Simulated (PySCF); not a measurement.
**SiB₂H₆: electronic excitations**

Wanted: the electronic excitations of SiB₂H₆ (`BB[SiH3]`), by calculation.

Computed with PySCF 2.14.0, with density-fitted response routines of our own, on a single molecule in the gas phase. Atoms count from 0, in the outputs and in this text.

**1. The molecule as given**

9 atoms, charge 0, multiplicity 1; geometry from: GFN2-xTB.

Bonds of the start (Å): B0–B1 1.59, B1–Si2 1.97, B0–H3 1.18, B0–H4 1.18, B1–H5 1.17, Si2–H6 1.47, Si2–H7 1.47, Si2–H8 1.47.

**2. Ultraviolet spectrum: CAM-B3LYP/def2-SVPD**

Job settings and geometry (Å):

```
{"job": {"kind": "uv", "xc": "CAM-B3LYP", "basis": "def2-SVPD", "nstates": 8, "ntriplets": 3}, "charge": 0, "multiplicity": 1}
B      1.709091     0.040624    -0.230936
B      0.451001     0.313833     0.706836
Si    -1.332276    -0.143667    -0.002244
H      2.105254     0.824457    -1.014185
H      2.276675    -0.989399    -0.260803
H      0.438500     0.767531     1.789845
H     -2.076050    -1.051823     0.889384
H     -1.375414    -0.805530    -1.317998
H     -2.183219     1.049968    -0.157840
```

Method: TDDFT CAM-B3LYP/def2-SVPD, vertical, gas phase, core orbitals frozen in the response.

Command:

```bash
$ OMP_NUM_THREADS=1 python probes_run.py task.json out
```

One launch serves the whole session: the jobs run in the order shown.

Predict these results of the whole session: lowest singlet (CAM-B3LYP/def2-SVPD); brightest single state of those computed; lowest triplet.

**Answer**, as computed:

```
                                quantity                        value
    lowest singlet (CAM-B3LYP/def2-SVPD)  4.27 eV (290 nm), f = 0.000
brightest single state of those computed  state 7, 6.97 eV, f = 0.211
                          lowest triplet                      3.52 eV
```

**Reading.** The first singlet state (HOMO→LUMO 0.97) lies at 4.27 eV and is dark; of the 8 states computed, the strongest absorption comes from state 7 at 6.97 eV (the last state computed is bright too, and its partners may lie past the list). The lowest triplet lies 0.75 eV below the lowest singlet (triplets in Tamm-Dancoff, singlets in full TDDFT).
